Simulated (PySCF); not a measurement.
**nitroxyl (HNO): NMR shifts and spin-spin couplings**

Wanted: the NMR shifts and spin-spin couplings of nitroxyl (HNO) (`N=O`), by calculation.

Programs: PySCF 2.14.0, with density-fitted response routines of our own. Each step states its level of theory. These are calculated values for one molecule in the gas phase, unless marked as measured. Atoms count from 0, in the outputs and in this text.

### 1 Starting geometry

3 atoms, charge 0, multiplicity 1; geometry from: GFN2-xTB.

Bonds of the start (Å): N0–O1 1.20, N0–H2 1.06.

### 2 NMR shieldings: PBE0/pcSseg-1

Job settings and geometry (Å):

```
{"job": {"kind": "nmr", "xc": "PBE0", "basis": "pcSseg-1"}, "charge": 0, "multiplicity": 1}
N     -0.052343     0.416688    -0.002801
O      0.972982    -0.208640    -0.011533
H     -0.909157    -0.210586     0.001781
```

With the program's defaults for keys left out, this is: GIAO PBE0/pcSseg-1 NMR shielding, non-relativistic, gas phase.

**Question.** This job is followed by: B3LYP/pcJ-1 indirect spin-spin coupling, non-relativistic, gas phase. Predict these results of the whole session: 1H shifts against TMS (PBE0/pcSseg-1); 15N shifts against NH3 (PBE0/pcSseg-1); 17O shifts against H2O (PBE0/pcSseg-1); largest coupling of the table (B3LYP/pcJ-1).

**Answer**, as computed:

```
                                   quantity                    value
      1H shifts against TMS (PBE0/pcSseg-1)                38.52 ppm
     15N shifts against NH3 (PBE0/pcSseg-1)               1552.2 ppm
     17O shifts against H2O (PBE0/pcSseg-1)               2903.2 ppm
largest coupling of the table (B3LYP/pcJ-1)  1J(N,O) N0–O1, -36.8 Hz
```

At PBE0/pcSseg-1: The largest span, 7629 ppm, is at O1, where the paramagnetic term is -2964 ppm. Of the pairs tabulated at B3LYP/pcJ-1, N0–O1 couples most strongly (-36.8 Hz; Fermi contact -25.4 Hz).
